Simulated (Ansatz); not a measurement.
**Molecular dynamics of BClH3N**

input.yaml

```yaml
crystal:
  periodic: [false, false, false]
  atoms:
    - { symbol: B, position_ang: [0.086322, 0.039256, -0.016846] }
    - { symbol: Cl, position_ang: [-0.020822, -0.633069, 1.618044] }
    - { symbol: "N", position_ang: [1.266926, 0.014673, -0.732096] }
    - { symbol: H, position_ang: [2.08548, -0.394938, -0.269638] }
    - { symbol: H, position_ang: [1.394594, 0.497371, -1.590066] }
    - { symbol: H, position_ang: [-0.834281, 0.622946, -0.488535] }
basis:
  gaussian: { orbitals: cc-pVDZ }
hamiltonian:
  xc: cam_b3lyp
  dispersion: d4
md:
  timestep: 0.5
  n_steps: 100
  ensemble: nvt_langevin
  temperature: 400.0
  initial_velocities: maxwell_boltzmann
  seed: 264690
  friction: 0.05
```

Launched with:

```bash
$ ansatz run input.yaml --threads 1 --pin off --max-ram 2048MiB --backend cpu --events-out ev --progress --plain --runs-dir out
```

It goes on from the last frame of an earlier run, with new velocities.

Output, in part (step lines, the closing report, with atoms numbered from 0):

```
md step     0: t =     0.00 fs  T =   333.3 K  F+E_penalty+E_count = -14739.54915480 eV  E_kin = 0.258520 eV  (23 SCF iters)
[... lines left out ...]
Total energy: -14739.49316823 eV, -541.6663831452 hartree
Atom 0 at    -0.029053     0.177935    -0.082677 Å, force     0.201143    -0.027418    -0.081247 eV/Å
Atom 1 at    -0.053875    -0.505203     1.622292 Å, force    -0.235290     0.355032    -0.938428 eV/Å
Atom 2 at     1.235538     0.206815    -0.693538 Å, force    -1.501990     0.768795    -0.546617 eV/Å
Atom 3 at     2.050604    -0.075692    -0.203419 Å, force     0.843791    -0.337843     0.548956 eV/Å
Atom 4 at     1.438690     0.705718    -1.564534 Å, force    -0.292397    -0.361157     0.347310 eV/Å
Atom 5 at    -1.070292     0.579549    -0.653350 Å, force     0.984744    -0.397409     0.670027 eV/Å
Dipole moment:     0.398281     0.180636    -0.448223 e Å
```

The steps, from the saved trajectory:

```csv
time (fs),T (K),potential energy less start (eV)
0,333,0.000
1.5,208,0.068
3,258,0.042
4.5,240,0.044
6,267,0.070
7.5,359,0.047
9,316,0.036
10.5,225,0.083
12,387,0.051
13.5,456,0.115
15,263,0.297
16.5,291,0.310
18,337,0.159
19.5,324,0.208
21,328,0.249
22.5,548,0.148
24,647,0.196
25.5,462,0.305
27,723,0.134
28.5,582,0.162
30,404,0.247
31.5,508,0.122
33,374,0.257
34.5,308,0.296
36,402,0.166
37.5,515,0.071
39,379,0.106
40.5,561,0.006
42,354,0.078
43.5,253,0.149
45,248,0.104
46.5,202,0.126
48,214,0.094
49.5,291,0.046
```

All steps were run. A run of 0.05 ps of so small a system gives no equilibrium averages.

The same pairs are bonded in the first frame and the last. Pairs count as bonded within 1.25 times the sum of covalent radii (0.12 Å more for H–H).

Last frame:

```xyz
6
Properties=species:S:1:pos:R:3
B -0.029 0.178 -0.083
Cl -0.054 -0.505 1.622
N 1.236 0.207 -0.694
H 2.051 -0.076 -0.203
H 1.439 0.706 -1.565
H -1.070 0.580 -0.653
```

The run took 2.6 min on 1 thread of Arm Neoverse V2, with other jobs on the host, peak memory 0.12 GiB.
